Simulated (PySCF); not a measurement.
# difluoromethane (CH₂F₂): electronic excitations at several levels of theory, part 1 of 2

How much do the electronic excitations of difluoromethane (CH₂F₂) (`FCF`) depend on the level of theory, and what does each level cost?

Computed with PySCF 2.14.0, with density-fitted response routines of our own, on a single molecule in the gas phase. Atoms are numbered from 0 throughout.

## Step 1: The starting structure

5 atoms, charge 0, multiplicity 1; geometry from: PBE0-D3(BJ)/def2-SVP.

Bonds of the start (Å): F0–C1 1.34, C1–F2 1.34, C1–H3 1.10, C1–H4 1.10.

## Step 2: TDDFT and polarisability: CAM-B3LYP/def2-SVPD

Job settings and geometry (Å):

```
{"job": {"kind": "uv", "xc": "CAM-B3LYP", "basis": "def2-SVPD", "ip": true}, "charge": 0, "multiplicity": 1}
F     -1.066845     0.843986    -0.051491
C      0.014705     0.047199     0.000559
F      1.125405     0.804026    -0.008139
H     -0.014811    -0.537642     0.937040
H      0.020008    -0.608604    -0.888206
```

Method: TDDFT CAM-B3LYP/def2-SVPD, vertical, gas phase, core orbitals frozen in the response.

Run with:

```console
> OMP_NUM_THREADS=1 python probes_run.py task.json out
```

One launch serves the whole session: the jobs run in the order shown.

The program printed:

```text
coarse grid: 4504 points
cycle   1  E = -238.6522972313  dE =  2.814e-01  |g| = 6.284e-01  |ddm| = 2.311e+00
cycle   2  E = -238.6286489975  dE =  2.365e-02  |g| = 7.758e-01  |ddm| = 9.645e-01
cycle   3  E = -238.7229893282  dE = -9.434e-02  |g| = 4.122e-02  |ddm| = 5.125e-01
cycle   4  E = -238.7232522173  dE = -2.629e-04  |g| = 1.254e-02  |ddm| = 3.825e-02
cycle   5  E = -238.7232853902  dE = -3.317e-05  |g| = 2.142e-03  |ddm| = 1.562e-02
cycle   6  E = -238.7232866412  dE = -1.251e-06  |g| = 1.837e-04  |ddm| = 3.284e-03
final grid: 45160 points
cycle   7  E = -238.7551554009  dE = -1.451e-05  |g| = 3.924e-03  |ddm| = 2.004e-02
cycle   8  E = -238.7551544077  dE =  9.932e-07  |g| = 4.735e-03  |ddm| = 5.856e-03
cycle   9  E = -238.7551578183  dE = -3.411e-06  |g| = 1.030e-04  |ddm| = 2.738e-03
cycle  10  E = -238.7551578203  dE = -2.090e-09  |g| = 5.090e-05  |ddm| = 1.681e-04
cycle  11  E = -238.7551578209  dE = -5.748e-10  |g| = 8.934e-06  |ddm| = 7.038e-05
converged SCF energy = -238.7551578209

Static polarisability (au): isotropic 17.513, principal 16.715 17.461 18.362

Singlet excitations
state   eV       nm        f      main configurations
  1   9.3119    133.1   0.03401   H->L 0.97
  2  10.0992    122.8   0.00000   H->L+1 0.91
  3  10.6419    116.5   0.01986   H->L+2 0.90
  4  10.9625    113.1   0.08039   H->L+3 0.98
  5  11.3327    109.4   0.02982   H-1->L 0.88
  6  11.5482    107.4   0.00295   H-2->L 0.86, H-1->L+1 0.10
  7  11.9408    103.8   0.00000   H-3->L 0.88
  8  12.2838    100.9   0.10917   H->L+4 0.87
  9  12.2910    100.9   0.02000   H-1->L+1 0.77, H-2->L 0.10
 10  12.4719     99.4   0.03395   H-2->L+1 0.48, H-1->L+2 0.37, H-1->L 0.10

Triplet excitations (Tamm-Dancoff, eV): 8.9732 9.6510 10.1776 10.1939
Vertical ionisation energy (delta-SCF) = 13.1662 eV
```

It took 5.3 s on 1 thread of Arm Neoverse V1, shared host; peak memory 0.36 GiB.

The orbitals next to the gap, with their largest atomic shares:

| orbital | eV | atoms |
| --- | --- | --- |
| HOMO−3 | -14.04 | F0 47 %, F2 47 %, C1 6 % |
| HOMO−2 | -13.61 | F2 37 %, F0 37 %, C1 16 % |
| HOMO−1 | -13.44 | F0 49 %, F2 48 % |
| HOMO | -11.51 | F0 26 %, F2 26 %, C1 24 % |
| LUMO | 1.35 | C1 55 %, H3 15 %, H4 15 % |
| LUMO+1 | 2.63 | F2 29 %, F0 29 %, H3 16 % |
| LUMO+2 | 2.87 | F2 29 %, F0 29 %, H3 17 % |

With each of the 10 states as a Gaussian band of 0.4 eV half-width at 1/e, the curve within the window shown has maxima at 133 nm (ε 1,400), 113 nm (ε 4,200), 101 nm (ε 6,300) L/(mol cm). Beyond the last state computed it falls off for lack of states. The curve at chosen wavelengths:

| nm | ε (L/mol/cm) |
| --- | --- |
| 100 | 6157 |
| 102 | 5473 |
| 103 | 4071 |
| 105 | 1760 |
| 107 | 1470 |
| 108 | 1885 |
| 110 | 3123 |
| 112 | 4097 |
| 113 | 4211 |
| 115 | 3546 |
| 117 | 2247 |
| 118 | 1626 |
| 120 | 717 |
| 122 | 266 |
| 124 | 143 |
| 125 | 172 |
| 127 | 394 |
| 129 | 788 |
| 130 | 1003 |
| 132 | 1322 |
| 134 | 1347 |
| 135 | 1243 |
| 137 | 897 |
| 139 | 527 |
| 140 | 376 |
| 142 | 167 |

Further results of this job:

| property | computed |
| --- | --- |
| dipole moment (D) | 1.96 |
| polarisability (Å³) | 2.60 |
| HOMO–LUMO gap (eV) | 12.86 |
| −ε(HOMO) (eV) | 11.51 |

## Step 3: Excited states and response: wB97X-D/def2-SVPD

Job settings and geometry (Å):

```
{"job": {"kind": "uv", "xc": "wB97X-D", "basis": "def2-SVPD", "ip": true}, "charge": 0, "multiplicity": 1}
F     -1.066845     0.843986    -0.051491
C      0.014705     0.047199     0.000559
F      1.125405     0.804026    -0.008139
H     -0.014811    -0.537642     0.937040
H      0.020008    -0.608604    -0.888206
```

With the program's defaults for keys left out, this is: TDDFT wB97X-D/def2-SVPD, vertical, gas phase, core orbitals frozen in the response.

The program printed:

```text
coarse grid: 4504 points
cycle   1  E = -238.6458037428  dE =  2.753e-01  |g| = 6.398e-01  |ddm| = 2.234e+00
cycle   2  E = -238.6417852816  dE =  4.018e-03  |g| = 7.103e-01  |ddm| = 9.337e-01
cycle   3  E = -238.7207325840  dE = -7.895e-02  |g| = 4.131e-02  |ddm| = 4.922e-01
cycle   4  E = -238.7210075642  dE = -2.750e-04  |g| = 1.114e-02  |ddm| = 4.257e-02
cycle   5  E = -238.7210378034  dE = -3.024e-05  |g| = 1.903e-03  |ddm| = 1.498e-02
cycle   6  E = -238.7210388846  dE = -1.081e-06  |g| = 2.389e-04  |ddm| = 3.328e-03
final grid: 45160 points
cycle   7  E = -238.7524952314  dE = -6.242e-05  |g| = 7.116e-03  |ddm| = 6.487e-02
cycle   8  E = -238.7524949739  dE =  2.575e-07  |g| = 8.014e-03  |ddm| = 1.140e-02
cycle   9  E = -238.7525042397  dE = -9.266e-06  |g| = 3.341e-04  |ddm| = 4.236e-03
cycle  10  E = -238.7525042698  dE = -3.010e-08  |g| = 1.927e-04  |ddm| = 9.400e-04
cycle  11  E = -238.7525042778  dE = -8.043e-09  |g| = 1.373e-05  |ddm| = 2.883e-04
cycle  12  E = -238.7525042779  dE = -1.223e-10  |g| = 6.431e-06  |ddm| = 4.420e-05
converged SCF energy = -238.7525042779

Static polarisability (au): isotropic 17.376, principal 16.614 17.332 18.182

Singlet excitations
state   eV       nm        f      main configurations
  1   9.6109    129.0   0.03933   H->L 0.96
  2  10.4068    119.1   0.00000   H->L+1 0.89
  3  10.9660    113.1   0.02091   H->L+3 0.85, H->L+4 0.10
  4  11.2586    110.1   0.08916   H->L+2 0.96
  5  11.6613    106.3   0.02947   H-1->L 0.88
  6  11.8654    104.5   0.00377   H-2->L 0.85, H-1->L+1 0.11
  7  12.2394    101.3   0.00000   H-3->L 0.87
  8  12.5404     98.9   0.11444   H->L+4 0.84, H->L+3 0.10
  9  12.5700     98.6   0.02402   H-1->L+1 0.75, H-2->L 0.10
 10  12.7814     97.0   0.03734   H-2->L+1 0.48, H-1->L+3 0.35, H-1->L 0.10

Triplet excitations (Tamm-Dancoff, eV): 9.3694 10.0112 10.5722 10.6150
Vertical ionisation energy (delta-SCF) = 13.0709 eV
```

Run time: 4.9 s. Hardware: 1 thread of Arm Neoverse V1, shared host; peak memory 0.36 GiB.

Key values: HOMO -11.94 eV, LUMO 2.44 eV; lowest singlet 9.61 eV.

## Step 4: Ultraviolet spectrum: LC-wPBE/def2-SVPD

Job settings and geometry (Å):

```
{"job": {"kind": "uv", "xc": "LC-wPBE", "basis": "def2-SVPD", "ip": true}, "charge": 0, "multiplicity": 1}
F     -1.066845     0.843986    -0.051491
C      0.014705     0.047199     0.000559
F      1.125405     0.804026    -0.008139
H     -0.014811    -0.537642     0.937040
H      0.020008    -0.608604    -0.888206
```

Method: TDDFT LC-wPBE/def2-SVPD, vertical, gas phase, core orbitals frozen in the response.

The program printed:

```text
coarse grid: 4504 points
cycle   1  E = -238.5655198510  dE =  2.951e-01  |g| = 6.726e-01  |ddm| = 2.199e+00
cycle   2  E = -238.5764786546  dE = -1.096e-02  |g| = 6.929e-01  |ddm| = 9.632e-01
cycle   3  E = -238.6506362542  dE = -7.416e-02  |g| = 4.781e-02  |ddm| = 4.775e-01
cycle   4  E = -238.6509989128  dE = -3.627e-04  |g| = 1.267e-02  |ddm| = 4.548e-02
cycle   5  E = -238.6510493753  dE = -5.046e-05  |g| = 2.159e-03  |ddm| = 1.828e-02
cycle   6  E = -238.6510510513  dE = -1.676e-06  |g| = 3.337e-04  |ddm| = 4.015e-03
final grid: 45160 points
cycle   7  E = -238.6946825346  dE = -2.264e-05  |g| = 1.163e-02  |ddm| = 2.675e-02
cycle   8  E = -238.6946795255  dE =  3.009e-06  |g| = 1.241e-02  |ddm| = 1.349e-02
cycle   9  E = -238.6947027223  dE = -2.320e-05  |g| = 1.737e-04  |ddm| = 6.669e-03
cycle  10  E = -238.6947027307  dE = -8.478e-09  |g| = 6.579e-05  |ddm| = 2.668e-04
cycle  11  E = -238.6947027317  dE = -9.993e-10  |g| = 1.242e-05  |ddm| = 8.015e-05
converged SCF energy = -238.6947027317

Static polarisability (au): isotropic 17.320, principal 16.514 17.250 18.194

Singlet excitations
state   eV       nm        f      main configurations
  1   9.7099    127.7   0.03327   H->L 0.92
  2  10.3848    119.4   0.00000   H->L+1 0.79, H->L+5 0.11
  3  11.0380    112.3   0.02088   H->L+3 0.76, H->L+4 0.16
  4  11.3931    108.8   0.08467   H->L+2 0.93
  5  11.7030    105.9   0.02724   H-1->L 0.76, H-2->L+1 0.12
  6  11.9426    103.8   0.02202   H-2->L 0.70, H-1->L+1 0.20
  7  12.3073    100.7   0.00000   H-3->L 0.72, H->L+5 0.09, H-3->L+3 0.08
  8  12.6276     98.2   0.15105   H->L+4 0.67, H->L+3 0.14, H-3->L+1 0.11
  9  12.7247     97.4   0.01374   H-1->L+1 0.59, H-2->L 0.19
 10  12.9753     95.6   0.06195   H-2->L+1 0.42, H-1->L+3 0.28, H-1->L 0.18

Triplet excitations (Tamm-Dancoff, eV): 9.2810 9.8382 10.4290 10.4624
Vertical ionisation energy (delta-SCF) = 13.1855 eV
```

Run time: 6.5 s. Hardware: 1 thread of Arm Neoverse V1, shared host; peak memory 0.36 GiB.

In short: HOMO -12.79 eV, LUMO 2.42 eV; lowest singlet 9.71 eV.

## Step 5: Excited states and response: PBE0/6-31G*

Job settings and geometry (Å):

```
{"job": {"kind": "uv", "xc": "PBE0", "basis": "6-31G*"}, "charge": 0, "multiplicity": 1}
F     -1.066845     0.843986    -0.051491
C      0.014705     0.047199     0.000559
F      1.125405     0.804026    -0.008139
H     -0.014811    -0.537642     0.937040
H      0.020008    -0.608604    -0.888206
```

With the program's defaults for keys left out, this is: TDDFT PBE0/6-31G*, vertical, gas phase, core orbitals frozen in the response.

The program printed:

```text
coarse grid: 4504 points
cycle   1  E = -238.6607748102  dE =  2.878e-01  |g| = 6.488e-01  |ddm| = 1.869e+00
cycle   2  E = -238.5994704810  dE =  6.130e-02  |g| = 9.079e-01  |ddm| = 8.864e-01
cycle   3  E = -238.7304752563  dE = -1.310e-01  |g| = 1.909e-02  |ddm| = 5.173e-01
cycle   4  E = -238.7305475781  dE = -7.232e-05  |g| = 6.259e-03  |ddm| = 1.889e-02
cycle   5  E = -238.7305564392  dE = -8.861e-06  |g| = 2.013e-03  |ddm| = 7.004e-03
final grid: 45160 points
cycle   6  E = -238.7353340123  dE = -1.129e-05  |g| = 5.999e-03  |ddm| = 9.015e-03
cycle   7  E = -238.7353293625  dE =  4.650e-06  |g| = 8.132e-03  |ddm| = 7.596e-03
cycle   8  E = -238.7353400544  dE = -1.069e-05  |g| = 1.326e-04  |ddm| = 4.334e-03
cycle   9  E = -238.7353400578  dE = -3.443e-09  |g| = 3.208e-05  |ddm| = 1.198e-04
cycle  10  E = -238.7353400580  dE = -1.625e-10  |g| = 1.436e-05  |ddm| = 3.737e-05
converged SCF energy = -238.7353400580

Static polarisability (au): isotropic 13.005, principal 12.834 12.957 13.224

Singlet excitations
state   eV       nm        f      main configurations
  1  11.0960    111.7   0.18584   H->L 0.97
  2  11.2364    110.3   0.00001   H->L+1 0.99
  3  12.5048     99.1   0.03398   H->L+3 0.94
  4  12.6299     98.2   0.05846   H->L+2 0.67, H-2->L 0.18, H-1->L+1 0.14
  5  12.7932     96.9   0.00486   H-1->L 0.95
  6  13.0229     95.2   0.00638   H-1->L+1 0.69, H-2->L 0.28
  7  13.2713     93.4   0.00000   H-3->L 0.97
  8  13.4355     92.3   0.14750   H-2->L 0.51, H->L+2 0.29, H-1->L+1 0.16
  9  13.4507     92.2   0.02265   H-2->L+1 0.63, H-1->L+3 0.30
 10  13.5961     91.2   0.00173   H-3->L+1 0.95

Triplet excitations (Tamm-Dancoff, eV): 10.0352 10.5553 11.0266 11.5955
```

It took 1.4 s on 1 thread of Arm Neoverse V1, shared host; peak memory 0.36 GiB.

In short: HOMO -9.38 eV, LUMO 3.32 eV; lowest singlet 11.10 eV.

## Step 6: Excited states and response: PBE0/def2-SVP

Job settings and geometry (Å):

```
{"job": {"kind": "uv", "xc": "PBE0", "basis": "def2-SVP"}, "charge": 0, "multiplicity": 1}
F     -1.066845     0.843986    -0.051491
C      0.014705     0.047199     0.000559
F      1.125405     0.804026    -0.008139
H     -0.014811    -0.537642     0.937040
H      0.020008    -0.608604    -0.888206
```

With the program's defaults for keys left out, this is: TDDFT PBE0/def2-SVP, vertical, gas phase, core orbitals frozen in the response.

The program printed:

```text
coarse grid: 4504 points
cycle   1  E = -238.4615926989  dE =  2.708e-01  |g| = 6.401e-01  |ddm| = 2.041e+00
cycle   2  E = -238.4034231268  dE =  5.817e-02  |g| = 8.839e-01  |ddm| = 9.260e-01
cycle   3  E = -238.5296985841  dE = -1.263e-01  |g| = 2.325e-02  |ddm| = 5.413e-01
cycle   4  E = -238.5297896697  dE = -9.109e-05  |g| = 3.109e-03  |ddm| = 1.434e-02
cycle   5  E = -238.5297913693  dE = -1.700e-06  |g| = 2.772e-04  |ddm| = 2.370e-03
final grid: 45160 points
cycle   6  E = -238.5617837467  dE = -1.432e-05  |g| = 5.324e-03  |ddm| = 1.002e-02
cycle   7  E = -238.5617806109  dE =  3.136e-06  |g| = 6.974e-03  |ddm| = 7.680e-03
cycle   8  E = -238.5617892233  dE = -8.612e-06  |g| = 4.015e-04  |ddm| = 4.229e-03
cycle   9  E = -238.5617892551  dE = -3.183e-08  |g| = 9.165e-05  |ddm| = 4.179e-04
cycle  10  E = -238.5617892566  dE = -1.482e-09  |g| = 7.676e-06  |ddm| = 6.399e-05
cycle  11  E = -238.5617892566  dE = -8.413e-12  |g| = 1.422e-06  |ddm| = 5.232e-06
converged SCF energy = -238.5617892566

Static polarisability (au): isotropic 12.613, principal 12.514 12.616 12.709

Singlet excitations
state   eV       nm        f      main configurations
  1  10.2697    120.7   0.16488   H->L 0.99
  2  11.0957    111.7   0.00000   H->L+2 0.99
  3  11.7330    105.7   0.09580   H->L+1 0.90
  4  12.1456    102.1   0.00871   H-1->L 0.99
  5  12.3212    100.6   0.00867   H->L+3 0.96
  6  12.5046     99.2   0.05178   H-2->L 0.89
  7  12.6501     98.0   0.00000   H-3->L 0.99
  8  13.0128     95.3   0.05149   H-1->L+2 0.92
  9  13.1991     93.9   0.00000   H-1->L+1 1.00
 10  13.3455     92.9   0.04401   H-2->L+1 0.92

Triplet excitations (Tamm-Dancoff, eV): 9.4603 10.3725 10.3816 11.4684
```

Run time: 1.6 s. Hardware: 1 thread of Arm Neoverse V1, shared host; peak memory 0.36 GiB.

Key values: HOMO -9.57 eV, LUMO 2.28 eV; lowest singlet 10.27 eV.

## Step 7: Excited states and response: PBE0/def2-TZVP

Job settings and geometry (Å):

```
{"job": {"kind": "uv", "xc": "PBE0", "basis": "def2-TZVP"}, "charge": 0, "multiplicity": 1}
F     -1.066845     0.843986    -0.051491
C      0.014705     0.047199     0.000559
F      1.125405     0.804026    -0.008139
H     -0.014811    -0.537642     0.937040
H      0.020008    -0.608604    -0.888206
```

Level: TDDFT PBE0/def2-TZVP, vertical, gas phase, core orbitals frozen in the response.

The program printed:

```text
coarse grid: 4504 points
cycle   1  E = -238.7887507384  dE =  2.892e-01  |g| = 6.227e-01  |ddm| = 1.514e+00
cycle   2  E = -238.7254871744  dE =  6.326e-02  |g| = 9.188e-01  |ddm| = 6.667e-01
cycle   3  E = -238.8480939119  dE = -1.226e-01  |g| = 2.577e-02  |ddm| = 3.830e-01
cycle   4  E = -238.8481773148  dE = -8.340e-05  |g| = 7.273e-03  |ddm| = 1.490e-02
cycle   5  E = -238.8481841988  dE = -6.884e-06  |g| = 2.409e-03  |ddm| = 5.809e-03
final grid: 45160 points
cycle   6  E = -238.8541928904  dE = -4.289e-05  |g| = 6.204e-03  |ddm| = 2.203e-02
cycle   7  E = -238.8541914971  dE =  1.393e-06  |g| = 7.045e-03  |ddm| = 6.927e-03
cycle   8  E = -238.8542009175  dE = -9.420e-06  |g| = 1.015e-03  |ddm| = 3.449e-03
cycle   9  E = -238.8542010571  dE = -1.396e-07  |g| = 1.881e-04  |ddm| = 5.967e-04
cycle  10  E = -238.8542010619  dE = -4.760e-09  |g| = 1.594e-05  |ddm| = 8.902e-05
cycle  11  E = -238.8542010619  dE = -2.893e-11  |g| = 2.328e-06  |ddm| = 9.503e-06
converged SCF energy = -238.8542010619

Static polarisability (au): isotropic 15.493, principal 14.907 15.523 16.050

Singlet excitations
state   eV       nm        f      main configurations
  1   9.9431    124.7   0.11086   H->L 0.98
  2  10.3303    120.0   0.00000   H->L+1 0.99
  3  11.0833    111.9   0.02349   H->L+3 0.97
  4  11.4790    108.0   0.09161   H->L+2 0.93
  5  11.9405    103.8   0.01026   H-1->L 0.94
  6  12.1809    101.8   0.00134   H-2->L 0.73, H-1->L+1 0.25
  7  12.4647     99.5   0.06825   H-1->L+1 0.70, H-2->L 0.22
  8  12.4725     99.4   0.00000   H-3->L 0.96
  9  12.6201     98.2   0.02019   H-2->L+1 0.59, H-1->L+3 0.33
 10  12.8778     96.3   0.01761   H-3->L+1 0.97

Triplet excitations (Tamm-Dancoff, eV): 9.2775 9.7788 10.3077 10.4600
```

It took 3.4 s on 1 thread of Arm Neoverse V1, shared host; peak memory 0.39 GiB.

Key values: HOMO -9.79 eV, LUMO 1.76 eV; lowest singlet 9.94 eV.

## Step 8: Ultraviolet spectrum: PBE0/aug-cc-pVDZ

Job settings and geometry (Å):

```
{"job": {"kind": "uv", "xc": "PBE0", "basis": "aug-cc-pVDZ"}, "charge": 0, "multiplicity": 1}
F     -1.066845     0.843986    -0.051491
C      0.014705     0.047199     0.000559
F      1.125405     0.804026    -0.008139
H     -0.014811    -0.537642     0.937040
H      0.020008    -0.608604    -0.888206
```

With the program's defaults for keys left out, this is: TDDFT PBE0/aug-cc-pVDZ, vertical, gas phase, core orbitals frozen in the response.

The program printed:

```text
coarse grid: 4504 points
cycle   1  E = -238.7256877212  dE =  2.960e-01  |g| = 5.555e-01  |ddm| = 3.742e+00
cycle   2  E = -238.6734980967  dE =  5.219e-02  |g| = 8.069e-01  |ddm| = 1.395e+00
cycle   3  E = -238.7777056473  dE = -1.042e-01  |g| = 2.858e-02  |ddm| = 8.314e-01
cycle   4  E = -238.7778156823  dE = -1.100e-04  |g| = 9.052e-03  |ddm| = 3.608e-02
cycle   5  E = -238.7778305962  dE = -1.491e-05  |g| = 2.372e-03  |ddm| = 1.684e-02
cycle   6  E = -238.7778319496  dE = -1.353e-06  |g| = 1.135e-04  |ddm| = 5.066e-03
final grid: 45160 points
cycle   7  E = -238.7806680972  dE = -1.770e-05  |g| = 5.689e-03  |ddm| = 3.577e-02
cycle   8  E = -238.7806641014  dE =  3.996e-06  |g| = 7.676e-03  |ddm| = 1.754e-02
cycle   9  E = -238.7806742303  dE = -1.013e-05  |g| = 5.221e-04  |ddm| = 8.927e-03
cycle  10  E = -238.7806742839  dE = -5.358e-08  |g| = 1.351e-04  |ddm| = 1.026e-03
cycle  11  E = -238.7806742871  dE = -3.209e-09  |g| = 1.264e-05  |ddm| = 1.697e-04
cycle  12  E = -238.7806742871  dE = -2.285e-11  |g| = 3.294e-06  |ddm| = 1.996e-05
converged SCF energy = -238.7806742871

Static polarisability (au): isotropic 17.465, principal 16.559 17.454 18.384

Singlet excitations
state   eV       nm        f      main configurations
  1   8.6423    143.5   0.03214   H->L 0.98
  2   9.4050    131.8   0.00000   H->L+2 0.97
  3   9.5280    130.1   0.03781   H->L+1 0.99
  4   9.6120    129.0   0.01122   H->L+3 0.98
  5  10.6493    116.4   0.02094   H-1->L 0.95
  6  10.8441    114.3   0.00045   H-2->L 0.94
  7  11.2341    110.4   0.00000   H-3->L 0.95
  8  11.4446    108.3   0.02816   H-1->L+2 0.88
  9  11.4743    108.1   0.00000   H-1->L+1 0.98
 10  11.5030    107.8   0.00145   H-1->L+3 0.60, H-2->L+2 0.34

Triplet excitations (Tamm-Dancoff, eV): 8.3836 9.1096 9.1997 9.3595
```

Run time: 2.9 s. Hardware: 1 thread of Arm Neoverse V1, shared host; peak memory 0.39 GiB.

In short: HOMO -9.84 eV, LUMO 0.04 eV; lowest singlet 8.64 eV.

## Step 9: Excited states and response: PBE0/aug-cc-pVTZ

Job settings and geometry (Å):

```
{"job": {"kind": "uv", "xc": "PBE0", "basis": "aug-cc-pVTZ"}, "charge": 0, "multiplicity": 1}
F     -1.066845     0.843986    -0.051491
C      0.014705     0.047199     0.000559
F      1.125405     0.804026    -0.008139
H     -0.014811    -0.537642     0.937040
H      0.020008    -0.608604    -0.888206
```

Method: TDDFT PBE0/aug-cc-pVTZ, vertical, gas phase, core orbitals frozen in the response.

The program printed:

```text
coarse grid: 4504 points
cycle   1  E = -238.7873083705  dE =  2.884e-01  |g| = 6.179e-01  |ddm| = 3.932e+00
cycle   2  E = -238.7239272506  dE =  6.338e-02  |g| = 9.203e-01  |ddm| = 1.438e+00
cycle   3  E = -238.8453720133  dE = -1.214e-01  |g| = 2.830e-02  |ddm| = 8.493e-01
cycle   4  E = -238.8454658541  dE = -9.384e-05  |g| = 9.242e-03  |ddm| = 3.410e-02
cycle   5  E = -238.8454780978  dE = -1.224e-05  |g| = 2.828e-03  |ddm| = 1.603e-02
cycle   6  E = -238.8454798312  dE = -1.733e-06  |g| = 1.763e-04  |ddm| = 5.128e-03
final grid: 45160 points
cycle   7  E = -238.8460297062  dE = -4.342e-05  |g| = 5.532e-03  |ddm| = 1.487e-01
cycle   8  E = -238.8460263964  dE =  3.310e-06  |g| = 7.405e-03  |ddm| = 1.550e-02
cycle   9  E = -238.8460350521  dE = -8.656e-06  |g| = 6.078e-04  |ddm| = 7.997e-03
cycle  10  E = -238.8460351084  dE = -5.638e-08  |g| = 1.822e-04  |ddm| = 1.105e-03
cycle  11  E = -238.8460351139  dE = -5.492e-09  |g| = 1.866e-05  |ddm| = 2.315e-04
cycle  12  E = -238.8460351140  dE = -3.615e-11  |g| = 5.167e-06  |ddm| = 2.157e-05
converged SCF energy = -238.8460351140

Static polarisability (au): isotropic 17.865, principal 17.060 17.842 18.694

Singlet excitations
state   eV       nm        f      main configurations
  1   8.6476    143.4   0.03132   H->L 0.97
  2   9.3788    132.2   0.00000   H->L+2 0.96
  3   9.4922    130.6   0.03200   H->L+1 0.98
  4   9.5637    129.6   0.00967   H->L+3 0.97
  5  10.6490    116.4   0.02059   H-1->L 0.95
  6  10.8336    114.4   0.00025   H-2->L 0.93
  7  11.1126    111.6   0.05231   H->L+4 0.92
  8  11.2309    110.4   0.00000   H-3->L 0.94
  9  11.4041    108.7   0.02014   H->L+5 0.66, H-1->L+2 0.29
 10  11.4080    108.7   0.00659   H-1->L+2 0.58, H->L+5 0.31

Triplet excitations (Tamm-Dancoff, eV): 8.3922 9.1027 9.1944 9.3344
```

It took 7.3 s on 1 thread of Arm Neoverse V1, shared host; peak memory 0.58 GiB.

In short: HOMO -9.86 eV, LUMO 0.01 eV; lowest singlet 8.65 eV.

(Continued in part 2 of 2.)
